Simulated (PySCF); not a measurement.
Species: H₇PSi₂.
SMILES with atom numbers: `[SiH3:1][SiH2:2][PH2:3]` (hydrogens: H4, H5, H6 on Si1; H7, H8 on Si2; H9, H10 on P3)

The same species was optimised twice, with GFN2-xTB and with PBE0-D3(BJ)/def2-SVP (PySCF), and the same property calculations (PySCF, gas phase) were run on both structures.

```csv
coordinate,GFN2-xTB,PBE0-D3(BJ)/def2-SVP,change
P3–H9 (Å),1.380,1.429,+0.049
P3–H10 (Å),1.381,1.430,+0.049
Si1–H4 (Å),1.463,1.496,+0.033
Si1–H5 (Å),1.464,1.495,+0.031
Si1–H6 (Å),1.466,1.496,+0.030
Si2–P3 (Å),2.245,2.271,+0.026
Si2–H8 (Å),1.469,1.496,+0.027
Si1–Si2 (Å),2.320,2.345,+0.025
Si2–H7 (Å),1.473,1.497,+0.024
Si1–Si2–H8 (°),114.4,109.7,-4.7
P3–Si2–H8 (°),103.7,107.8,+4.1
P3–Si2–H7 (°),109.8,113.3,+3.5
H7–Si2–H8 (°),105.1,108.4,+3.3
Si2–Si1–H5 (°),112.9,109.7,-3.2
Si1–Si2–H7 (°),113.4,110.3,-3.1
Si2–Si1–H6 (°),112.5,109.6,-2.9
Si1–Si2–P3 (°),110.0,107.2,-2.8
```

Rotational constants: A = 9936, B = 2101, C = 1825 MHz (GFN2-xTB) against A = 9254, B = 2120, C = 1822 MHz (PBE0-D3(BJ)/def2-SVP). Atoms that the bonding makes alike are paired by their places after alignment.

On the GFN2-xTB structure: isotropic polarisability (au) 86.0 [CAM-B3LYP/def2-SVPD]; HOMO (eV) -8.70 [CAM-B3LYP/def2-SVPD]; LUMO (eV) 0.76 [CAM-B3LYP/def2-SVPD]; dipole (D) 0.74 [CAM-B3LYP/def2-SVPD]; HOMO (eV) -7.50 [PBE0/pcSseg-1]; LUMO (eV) -0.19 [PBE0/pcSseg-1]; dipole (D) 1.01 [PBE0/pcSseg-1]; GIAO shielding of Si1 (ppm) 463.9 [PBE0/pcSseg-1]; GIAO shielding of Si2 (ppm) 442.8 [PBE0/pcSseg-1]; GIAO shielding of P3 (ppm) 625.6 [PBE0/pcSseg-1]; Si1s of Si1 (eV) 1846.26 [delta-SCF UKS SCAN, pcX-2 on the ionised atom, pcseg-1 elsewhere, spin-free X2C]; Si2p of Si1 (eV) 106.82 [delta-SCF UKS SCAN, pcX-2 on the ionised atom, pcseg-1 elsewhere, spin-free X2C]; Si1s of Si2 (eV) 1846.16 [delta-SCF UKS SCAN, pcX-2 on the ionised atom, pcseg-1 elsewhere, spin-free X2C]; Si2p of Si2 (eV) 106.69 [delta-SCF UKS SCAN, pcX-2 on the ionised atom, pcseg-1 elsewhere, spin-free X2C]; P1s of P3 (eV) 2149.64 [delta-SCF UKS SCAN, pcX-2 on the ionised atom, pcseg-1 elsewhere, spin-free X2C]; P2p of P3 (eV) 136.45 [delta-SCF UKS SCAN, pcX-2 on the ionised atom, pcseg-1 elsewhere, spin-free X2C].

Problem. What do these properties become on the PBE0-D3(BJ)/def2-SVP structure?

Solution. 
| property | level | on GFN2-xTB | on PBE0-D3(BJ)/def2-SVP | change |
| --- | --- | --- | --- | --- |
| isotropic polarisability (au) | CAM-B3LYP/def2-SVPD | 86.0 | 89.0 | +3.0 |
| HOMO (eV) | CAM-B3LYP/def2-SVPD | -8.70 | -8.85 | -0.15 |
| LUMO (eV) | CAM-B3LYP/def2-SVPD | 0.76 | 0.78 | +0.02 |
| dipole (D) | CAM-B3LYP/def2-SVPD | 0.74 | 0.68 | -0.06 |
| energy, GFN2-xTB geometry as zero (kcal/mol) | CAM-B3LYP/def2-SVPD | 0.0 | -2.7 | -2.7 |
| HOMO (eV) | PBE0/pcSseg-1 | -7.50 | -7.66 | -0.16 |
| LUMO (eV) | PBE0/pcSseg-1 | -0.19 | -0.15 | +0.04 |
| dipole (D) | PBE0/pcSseg-1 | 1.01 | 0.94 | -0.07 |
| energy, GFN2-xTB geometry as zero (kcal/mol) | PBE0/pcSseg-1 | 0.0 | -2.9 | -2.9 |
| GIAO shielding of Si1 (ppm) | PBE0/pcSseg-1 | 463.9 | 454.9 | -9.0 |
| GIAO shielding of Si2 (ppm) | PBE0/pcSseg-1 | 442.8 | 433.3 | -9.5 |
| GIAO shielding of P3 (ppm) | PBE0/pcSseg-1 | 625.6 | 604.1 | -21.5 |
| Si1s of Si1 (eV) | delta-SCF UKS SCAN, pcX-2 on the ionised atom, pcseg-1 elsewhere, spin-free X2C | 1846.26 | 1846.30 | +0.04 |
| Si2p of Si1 (eV) | delta-SCF UKS SCAN, pcX-2 on the ionised atom, pcseg-1 elsewhere, spin-free X2C | 106.82 | 106.80 | -0.02 |
| Si1s of Si2 (eV) | delta-SCF UKS SCAN, pcX-2 on the ionised atom, pcseg-1 elsewhere, spin-free X2C | 1846.16 | 1846.23 | +0.07 |
| Si2p of Si2 (eV) | delta-SCF UKS SCAN, pcX-2 on the ionised atom, pcseg-1 elsewhere, spin-free X2C | 106.69 | 106.71 | +0.02 |
| P1s of P3 (eV) | delta-SCF UKS SCAN, pcX-2 on the ionised atom, pcseg-1 elsewhere, spin-free X2C | 2149.64 | 2149.88 | +0.24 |
| P2p of P3 (eV) | delta-SCF UKS SCAN, pcX-2 on the ionised atom, pcseg-1 elsewhere, spin-free X2C | 136.45 | 136.64 | +0.19 |

The heavy atoms differ by 0.030 Å rms after alignment. Among all bonds P3–H9 and P3–H10 change most and about equally (+0.049 Å). Changes are differences of the printed values. Neither structure is proved a minimum here.

Conformer computed: `[SiH3:1][SiH2:2][PH2:3]`: H–P3–Si2–Si1 -165°, H–P3–Si2–Si1 -71°.
